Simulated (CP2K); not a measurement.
# SiH2 (SMILES [SiH2]): PM3, part 1 of 2

Aim: the vertical ionisation energy of SiH2 at PM3, from 2 runs. 

The calculation is run with CP2K 2026.2.

3 further runs of the same task are left out: 3 set aside as unsound or not needed.

## (1) Starting point

SiH2 has 3 atoms, charge 0, and is taken as a singlet. SMILES: `[SiH2]`. The shape is that of a PBE0-D4/def2-TZVP optimisation.

Bond lengths: Si1–H2 1.525 Å, Si1–H3 1.525 Å. Angles: H2–Si1–H3 91.2°.

## (2) The energy at PM3

The input, mol.inp:

```
&GLOBAL
    PROJECT mol
    RUN_TYPE ENERGY
    PRINT_LEVEL MEDIUM
&END GLOBAL

&FORCE_EVAL
    METHOD QS
    &DFT
        &QS
            METHOD PM3
            EPS_DEFAULT 1.0E-10
            &SE
                &COULOMB
                    CUTOFF [angstrom] 50
                    RC_RANGE [angstrom] 0
                &END COULOMB
                &EXCHANGE
                    CUTOFF [angstrom] 50
                    RC_RANGE [angstrom] 0
                &END EXCHANGE
            &END SE
        &END QS
        &POISSON
            PERIODIC NONE
            POISSON_SOLVER ANALYTIC
        &END POISSON
        &SCF
            SCF_GUESS ATOMIC
            EPS_SCF 1.0E-07
            MAX_SCF 40
            &OT
                MINIMIZER CG
                PRECONDITIONER FULL_ALL
            &END OT
            &OUTER_SCF
                EPS_SCF 1.0E-07
                MAX_SCF 8
            &END OUTER_SCF
        &END SCF
        &PRINT
            &MOMENTS
                PERIODIC F
                REFERENCE COM
                MAX_MOMENT 1
            &END MOMENTS
            &MO_CUBES
                NLUMO 3
                NHOMO -1
                WRITE_CUBE F
            &END MO_CUBES
            &HIRSHFELD OFF
            &END HIRSHFELD
        &END PRINT
    &END DFT
    &SUBSYS
        &CELL
            ABC 17.3 17.6 16.8
            PERIODIC NONE
        &END CELL
        &COORD
            Si    -0.491200     0.468600    -0.213600
            H      0.840300     0.578600     0.522500
            H     -0.349100    -1.047200    -0.308900
        &END COORD
        &TOPOLOGY
            &CENTER_COORDINATES
            &END CENTER_COORDINATES
        &END TOPOLOGY
    &END SUBSYS
&END FORCE_EVAL
```

Started as:

```
$ OMP_NUM_THREADS=1 cp2k.psmp -i mol.inp -o mol.out
```

Log:

```text
CP2K| version string:                                       CP2K version 2026.2
 CP2K| Input file name                                                   mol.inp

 GLOBAL| Basis set file name                                           BASIS_SET
 GLOBAL| Potential file name                                           POTENTIAL
 GLOBAL| Coordinate file name                                      __STD_INPUT__
 GLOBAL| Method name                                                        CP2K
 GLOBAL| Project name                                                        mol
 GLOBAL| Run type                                                         ENERGY
 GLOBAL| FFT library                                                       FFTW3
 GLOBAL| Diagonalization library                                       ScaLAPACK
 GLOBAL| Global print level                                               MEDIUM
 GLOBAL| Total number of message passing processes                             1
 GLOBAL| Number of threads for this process                                    1
 GLOBAL| CPU model name                     Intel(R) Xeon(R) Processor @ 2.50GHz

 CELL| Volume [angstrom^3]:                                          5115.264000
 CELL| Vector a [angstrom]:      17.300     0.000     0.000   |a| =    17.300000
 CELL| Vector b [angstrom]:       0.000    17.600     0.000   |b| =    17.600000
 CELL| Vector c [angstrom]:       0.000     0.000    16.800   |c| =    16.800000
 CELL| Angle (b,c), alpha [degree]:                                    90.000000
 CELL| Angle (a,c), beta  [degree]:                                    90.000000
 CELL| Angle (a,b), gamma [degree]:                                    90.000000
 CELL| Numerically orthorhombic:                                             YES
 CELL| Periodicity                                                          NONE

 GENERATE|  Preliminary Number of Bonds generated:                             0
 GENERATE|  Achieved consistency in connectivity generation.

                                   2008 - 2015

 SEMIEMPIRICAL|                             Coulomb Integral cutoff/taper values
 SEMIEMPIRICAL| Cutoff [a.u.]                                             94.486
 SEMIEMPIRICAL| Taper  [a.u.]                                             94.486
 SEMIEMPIRICAL| Range  [a.u.]                                              0.000

 SEMIEMPIRICAL|                            Exchange Integral cutoff/taper values
 SEMIEMPIRICAL| Cutoff [a.u.]                                             94.486
 SEMIEMPIRICAL| Taper  [a.u.]                                             94.486
 SEMIEMPIRICAL| Range  [a.u.]                                              0.000

 ATOMIC KIND INFORMATION

  1. Atomic kind: Si                                    Number of atoms:       1

     Orbital Basis Set                                            Silicon_STO-6G

       Number of orbital shell sets:                                           2
       Number of orbital shells:                                               2
       Number of primitive Cartesian functions:                               12
       Number of Cartesian basis functions:                                    4
       Number of spherical basis functions:                                    4
       Norm type:                                                              2

     AE Potential information for                                        Silicon
       Gaussian exponent of the core charge distribution:               1.623245
       Electronic configuration (s p d ...):                       2   2   0   0

  2. Atomic kind: H                                     Number of atoms:       2

     Orbital Basis Set                                           Hydrogen_STO-6G

       Number of orbital shell sets:                                           1
       Number of orbital shells:                                               1
       Number of primitive Cartesian functions:                                6
       Number of Cartesian basis functions:                                    1
       Number of spherical basis functions:                                    1
       Norm type:                                                              2

     AE Potential information for                                       Hydrogen
       Gaussian exponent of the core charge distribution:              12.500000
       Electronic configuration (s p d ...):                       1   0   0   0

 MOLECULE KIND INFORMATION

 All atoms are their own molecule, skipping detailed information

 TOTAL NUMBERS AND MAXIMUM NUMBERS

  Total number of            - Atomic kinds:                                   2
                             - Atoms:                                          3
                             - Shell sets:                                     4
                             - Shells:                                         4
                             - Primitive Cartesian functions:                 24
                             - Cartesian basis functions:                      6
                             - Spherical basis functions:                      6

  Maximum angular momentum of the orbital basis functions:                     1

 MODULE QUICKSTEP: ATOMIC COORDINATES IN ANGSTROM

   Atom Kind Element         X             Y             Z       Z(eff)     Mass
      1    1 Si   14      7.984250      9.502900      8.079600   4.0000  28.0855
      2    2 H     1      9.315750      9.612900      8.815700   1.0000   1.0079
      3    2 H     1      8.126350      7.987100      7.984300   1.0000   1.0079

 SCF PARAMETERS         Density guess:                                    ATOMIC
                        --------------------------------------------------------
                        max_scf:                                              40
                        max_scf_history:                                       0
                        max_diis:                                              4
                        --------------------------------------------------------
                        eps_scf:                                        1.00E-07
                        eps_scf_history:                                0.00E+00
                        eps_diis:                                       0.00E+00
                        eps_eigval:                                     1.00E-05
                        --------------------------------------------------------
                        level_shift [a.u.]:                             0.000000
                        --------------------------------------------------------
                        Outer loop SCF in use
                        No variables optimised in outer loop
                        eps_scf                                         1.00E-07
                        max_scf                                                8
                        No outer loop optimization
                        step_size                                       5.00E-01

 PW_GRID| Information for grid number                                          1
 PW_GRID| Cutoff [a.u.]                                                      1.0
 PW_GRID| spherical cutoff:                                                   NO
 PW_GRID|   Bounds   1             -7       7                Points:          15
 PW_GRID|   Bounds   2             -7       7                Points:          15
 PW_GRID|   Bounds   3             -7       7                Points:          15
 PW_GRID| Volume element (a.u.^3)   10.23         Volume (a.u.^3)     34519.5130
 PW_GRID| Grid span                                                    FULLSPACE

 POISSON| Solver                                                        ANALYTIC
 POISSON| Periodicity                                                       NONE

 Extrapolation method: initial_guess

 Number of electrons:                                                          6
 Number of occupied orbitals:                                                  3
 Number of molecular orbitals:                                                 3

 Number of orbital functions:                                                  6
 Number of independent orbital functions:                                      6

 SCF WAVEFUNCTION OPTIMIZATION

  ----------------------------------- OT ---------------------------------------
  Minimizer      : CG                  : conjugate gradient
  Preconditioner : FULL_ALL            : diagonalization, state selective
  Precond_solver : DEFAULT
  Line search    : 2PNT                : 2 energies, one gradient
  stepsize       :    0.15000000                  energy_gap     :    0.08000000
  eps_taylor     :   0.10000E-15                  max_taylor     :             4
  ----------------------------------- OT ---------------------------------------

  Step     Update method      Time    Convergence         Total energy    Change
  ------------------------------------------------------------------------------
     1 OT CG       0.15E+00    0.0     0.23632258        -3.0529933756 -3.05E+00
     - OT LS       0.60E+00    0.0                       -3.2003842434
     2 OT CG       0.60E+00    0.0     0.41415722        -3.3900297924 -3.37E-01
     - OT LS       0.19E+00    0.0                       -2.6694195469
     3 OT CG       0.19E+00    0.0     0.26413337        -2.7591949525  6.31E-01
     - OT LS       0.76E+00    0.0                       -3.0411953796
     4 OT CG       0.76E+00    0.0     0.34359443        -3.3592678766 -6.00E-01
     - OT LS       0.34E+00    0.0                       -3.1743061921
     5 OT CG       0.34E+00    0.0     0.33731036        -3.4970892408 -1.38E-01
     - OT LS       0.34E-02    0.0                       -3.1188323616
     6 OT CG       0.34E-02    0.0     0.33630640        -3.4970111150  7.81E-05
     - OT LS       0.14E-01    0.0                       -3.5039702254
     7 OT CG       0.14E-01    0.0     0.32384171        -3.5244707581 -2.75E-02
     - OT LS       0.55E-01    0.0                       -3.5497404011
     8 OT CG       0.55E-01    0.0     0.22733699        -3.6145152235 -9.00E-02
     - OT LS       0.12E+00    0.0                       -3.6541195227
     9 OT CG       0.12E+00    0.0     0.09818391        -3.6646759291 -5.02E-02
     - OT LS       0.95E-01    0.0                       -3.6689137313
    10 OT CG       0.95E-01    0.0     0.07358280        -3.6693125047 -4.64E-03
     - OT LS       0.76E-01    0.0                       -3.6728183450
    11 OT CG       0.76E-01    0.0     0.01843036        -3.6730307238 -3.72E-03
     - OT LS       0.29E+00    0.0                       -3.6734362711
    12 OT CG       0.29E+00    0.0     0.01429455        -3.6739020528 -8.71E-04
     - OT LS       0.32E+00    0.0                       -3.6744832971
    13 OT CG       0.32E+00    0.0     0.00327048        -3.6744901295 -5.88E-04
     - OT LS       0.28E+00    0.0                       -3.6745161661
    14 OT CG       0.28E+00    0.0     0.00140856        -3.6745167995 -2.67E-05
     - OT LS       0.94E-01    0.0                       -3.6745119773
    15 OT CG       0.94E-01    0.0     0.00056035        -3.6745184749 -1.68E-06
     - OT LS       0.21E+00    0.0                       -3.6745188883
    16 OT CG       0.21E+00    0.0     0.00013467        -3.6745190753 -6.00E-07
     - OT LS       0.32E+00    0.0                       -3.6745191213
    17 OT CG       0.32E+00    0.0     0.00006621        -3.6745191269 -5.16E-08
     - OT LS       0.24E+00    0.0                       -3.6745191357
    18 OT CG       0.24E+00    0.0     0.00002918        -3.6745191366 -9.64E-09
     - OT LS       0.16E+00    0.0                       -3.6745191375
    19 OT CG       0.16E+00    0.0     0.00001965        -3.6745191378 -1.24E-09
     - OT LS       0.14E+00    0.0                       -3.6745191383
    20 OT CG       0.14E+00    0.0     0.00000799        -3.6745191383 -4.70E-10
     - OT LS       0.23E+00    0.0                       -3.6745191384
    21 OT CG       0.23E+00    0.0     0.00000045        -3.6745191384 -1.32E-10
     - OT LS       0.54E+00    0.0                       -3.6745191384
    22 OT CG       0.54E+00    0.0     0.00000045        -3.6745191384 -9.90E-13
     - OT LS       0.11E+00    0.0                       -3.6745191384
    23 OT CG       0.11E+00    0.0     0.00000020        -3.6745191384 -2.02E-13
     - OT LS       0.16E+00    0.0                       -3.6745191384
    24 OT CG       0.16E+00    0.0     0.00000006        -3.6745191384 -5.77E-14

  *** SCF run converged in    24 steps ***

  Core-core repulsion energy [eV]:                             55.70836786321271
  Core Hamiltonian energy [eV]:                              -132.33459175738940
  Two-electron integral energy [eV]:                          -46.72505373843897
  Electronic energy [eV]:                                    -155.69711862660887

  Total energy [eV]:                                          -99.98875076339617

  Atomic reference energy [eV]:                               103.15380364625416
  Heat of formation [kcal/mol]:                                72.98785917845117

  outer SCF iter =    1 RMS gradient =   0.62E-07 energy =         -3.6745191384
  outer SCF loop converged in   1 iterations or   47 steps

 POPULATION ANALYSIS

  # Atom   Element   Kind        Atomic population                    Net charge
       1      Si        1                 3.544553                      0.455447
       2      H         2                 1.227726                     -0.227726
       3      H         2                 1.227721                     -0.227721
 # Total charge                           6.000000                     -0.000000

 SE_DIPOLE| Dipole type                                             non-periodic
 SE_DIPOLE| Moment [a.u.]          -0.25834805       0.24644192      -0.11234564
 SE_DIPOLE| Moment [Debye]         -0.65665519       0.62639282      -0.28555411
 SE_DIPOLE| Derivative [a.u.]       0.00000000       0.00000000       0.00000000

 *** WARNING in qs_scf_post_se.F:140 :: Printing of MO cube files not ***
 *** implemented for Semi-Empirical method.                           ***

 ENERGY| Total FORCE_EVAL ( QS ) energy [hartree]             -3.674519138404824

 MEMORY| Estimated peak process memory [MiB]                                 187

 -------------------------------------------------------------------------------
 ----                             MULTIGRID INFO                            ----
 -------------------------------------------------------------------------------
 total grid count     :           342              cutoff [a.u.]            1.00

 -------------------------------------------------------------------------------
 -                                                                             -
 -                                T I M I N G                                  -
 -                                                                             -
 -------------------------------------------------------------------------------
 SUBROUTINE                       CALLS  ASD         SELF TIME        TOTAL TIME
                                MAXIMUM       AVERAGE  MAXIMUM  AVERAGE  MAXIMUM
 CP2K                                 1  1.0    0.008    0.008    0.560    0.560
 qs_energies                          1  2.0    0.000    0.000    0.537    0.537
 scf_env_do_scf                       1  3.0    0.000    0.000    0.530    0.530
 scf_env_do_scf_inner_loop           47  4.0    0.004    0.004    0.516    0.516
 qs_scf_new_mos                      47  5.0    0.001    0.001    0.468    0.468
 qs_scf_loop_do_ot                   47  6.0    0.001    0.001    0.468    0.468
 ot_scf_mini                         47  7.0    0.001    0.001    0.437    0.437
 dbcsr_multiply_generic             673 10.0    0.026    0.026    0.400    0.400
 ot_mini                             47  8.0    0.000    0.000    0.218    0.218
 make_m2s                          1346 11.0    0.014    0.014    0.189    0.189
 qs_ot_get_derivative                24  9.0    0.000    0.000    0.181    0.181
 qs_ot_get_p                         48  8.0    0.001    0.001    0.161    0.161
 qs_ot_get_derivative_diag           23 10.0    0.001    0.001    0.137    0.137
 make_images                       1346 12.0    0.023    0.023    0.117    0.117
 qs_ot_p2m_diag                      47  9.0    0.002    0.002    0.107    0.107
 -------------------------------------------------------------------------------

 -------------------------------------------------------------------------------
```

It took 2.1 s on 1 thread of Intel Xeon at 2.50GHz (Skylake/Cascade Lake), shared host; peak memory 0.18 GiB.

(Continued in part 2 of 2.)
